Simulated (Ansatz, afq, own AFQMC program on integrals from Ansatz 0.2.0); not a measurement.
## CH3Al, singlet in cc-pVDZ, levels against CCSDT(Q)

```
atom    x (Å)    y (Å)    z (Å)
  Al  -0.0229   0.0000   0.5849
   C   0.0451   0.0000  -1.1957
   H   0.1606   0.0000   2.1470
   H  -0.0423   0.9125  -1.7784
   H  -0.0423  -0.9125  -1.7784
```

Connectivity, by distances: AlH–CH2.

Basis cc-pVDZ. Noble-gas cores (and the filled d shells of Ga–Kr and In–Xe) are frozen. AFQMC by an in-house program on the Cholesky factors that Ansatz 0.2.0 writes for its CCSD(T) run. ph-AFQMC/CISD is guided by a CISD state made of CCSD amplitudes; releasing the constraint for a short imaginary time cuts its bias at the price of noise, slowly where states lie close. Free AFQMC starts from the CCSD state and is never constrained. Its projection time is finite, and what remains of the start isn't in its error. Uncertainties: one standard error, sampling alone.

Determinant: RHF, the one that the program's search chose, which needn't be the lowest solution. The geometry is a point of a scan.

No full CI on the walks' own integrals is used here; CCSDT(Q) serves as the reference and is uncertain by about the last step of the cluster series.

Cautions: higher spins were not checked; restricted determinant unstable towards unrestricted (UHF 93 meV lower, ⟨S²⟩ 0.39).

- T1 diagnostic: 0.0187
- weight of the determinant in the CISD state: 0.871
- size of the correlated space: 10 electrons in 41 orbitals

Reference: CCSDT(Q), correlation energy -6.700 eV. The released energy is read at 2.40 1/Eh (meV from the phaseless value at times in 1/Eh: 2 ± 20 at 0.24, 5 ± 15 at 0.51, 5 ± 13 at 0.99, 1 ± 16 at 1.62, 8 ± 18 at 2.40).

```
         level  E − E(reference) (meV)  share of correlation (%)
            HF                  6700.1                      0.00
           MP2                  1005.1                     85.00
          CCSD                   291.4                     95.65
       CCSD(T)                    48.0                     99.28
         CCSDT                    22.4                     99.67
 ph-AFQMC/CISD             10.2 ± 16.4                     99.85
released AFQMC             18.3 ± 17.6                     99.73
    free AFQMC             18.3 ± 19.2                     99.73
```

Free projections are given only where their last times agree within the noise and don't stop above the reference; a slow remainder of the start can still hide under it. A walk keeps the symmetry of its determinant, which the program's search chose and which needn't be the lowest solution, so a lower state of the same spin and another symmetry isn't excluded. Released energies are given only where the last usable release times agree within the noise; a slower fall can still hide under it.
